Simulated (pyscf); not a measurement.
PySCF, gas phase, ωB97X-D3(BJ)/def2-SVP geometries.

Problem. :HSn–SnH₃ [singlet] + hydrogen (H₂) -> H₃Sn–SnH₃
Surface: singlet. Broken: H–Sn, H–H. Formed: H–Sn, H–Sn, H–Sn. Give ΔE‡ and ΔE from ωB97M-D3(BJ)/def2-TZVP, relative to the separated reactants.

Solution. ΔE‡ = 37.4 kcal/mol, ΔE = -21.8 kcal/mol. Zero-point energy shifts the barrier by 0.0 kcal/mol. It is a multi-bond step, with an imaginary mode of 1239i cm⁻¹. This saddle turned up in a search for another step; its sides and bond changes are read from the two ends of the descent. One saddle was located; it need not be the lowest between these sides. Elements past Kr carry the def2 core potentials, without spin-orbit coupling.
